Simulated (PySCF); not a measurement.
C₄H₈Cl (doublet state).
Geometry (GFN2-xTB, Å), atoms numbered from 1 in this order:
```xyz
13
C4H8Cl angstrom
C     -0.5075    1.4485    0.0729
C      0.0228    0.1278    0.2050
C      1.2627   -0.1562   -0.6186
C     -1.0012   -0.9881    0.1498
Cl     0.6607    0.0963    2.0494
H      0.1382    2.2736   -0.1632
H     -1.5083    1.6685    0.3942
H      2.0056    0.6245   -0.4792
H      1.7003   -1.1106   -0.3382
H      0.9885   -0.1945   -1.6719
H     -0.5501   -1.9378    0.4245
H     -1.8293   -0.7852    0.8235
H     -1.3868   -1.0663   -0.8658
```

The hyperfine couplings belong to this conformer and change with its torsions.

Identity: `ClC([CH2])(C)C` [radical].

Computed with UKS B3LYP, pcH-1 on C Cl H, non-relativistic, mean-field spin-orbit, GIAO (PySCF 2.14.0). Isolated species at its GFN2-xTB geometry, gas phase. The geometry wasn't refined by DFT: couplings that depend on bond lengths, twists or pyramidal angles can differ widely from those at the functional's own minimum. No stability test was run, so a lower SCF solution isn't excluded.

Problem. Give the principal g shifts and their parts.

Solution. 
```csv
Δg (ppm),1,2,3
relativistic mass correction,-184,-184,-184
gauge correction,17,14,21
orbital Zeeman/spin–orbit,22,145,5098
total,-145,-24,4934
```

So g = 2.00217, 2.00230, 2.00725 and g_iso = 2.00391; the tensor is close to axial: the two nearest values differ by 2 % of g3 − g1. 

Problem. What are the electron Larmor frequencies g μB B/h along the three axes at 1200 mT?

Solution. 33.6275, 33.6295, 33.7128 GHz for g1, g2 and g3, a range of 85.3 MHz.

Problem. Average each term over the three axes. Which is largest in size?

Solution. The orbital-Zeeman/spin–orbit term 1755, the mass correction -184 and the gauge correction 17 ppm, for a total of 1589 ppm. The orbital-Zeeman/spin–orbit term is the largest in size. The mass correction is the same along every axis, so the anisotropy comes from the other two: their spans along these axes are 6 (gauge) and 5075 ppm (orbital Zeeman/spin–orbit).

Problem. At 34.129 GHz, how far is the centre of the isotropic spectrum from where a free electron (g = 2.002319) resonates?

Solution. B = hν/(g μB) with μB/h = 13.99624 MHz/mT gives 1217.81 mT for the free electron and 1216.84 mT at g_iso, 0.97 mT lower.

Problem. In a frozen sample, at which fields do the three g values resonate at 9.5, 34, 94 and 263 GHz (hyperfine left aside), and which band first spreads them over more than twice a line width of 0.3 mT?

Solution. 
```tsv
band	GHz	B(g3) mT	B(g2) mT	B(g1) mT	spread mT
X	9.5	338.15	338.99	339.01	0.86
Q	34.0	1210.22	1213.22	1213.29	3.07
W	94.0	3345.91	3354.19	3354.40	8.49
J	263.0	9361.42	9384.61	9385.17	23.75
```

The spread grows in proportion to the frequency. X band is the first where it exceeds 0.6 mT.

The Mulliken spin populations are largest on C1 (+0.95), Cl5 (+0.19) and C2 (-0.07). The angles at C1 add up to 358.9°, so it is planar; its axial dipolar tensor and the negative couplings of its protons fit spin in a p orbital normal to that plane.

The HOMO–LUMO gaps are 6.38 eV among the α and 5.09 eV among the β orbitals.
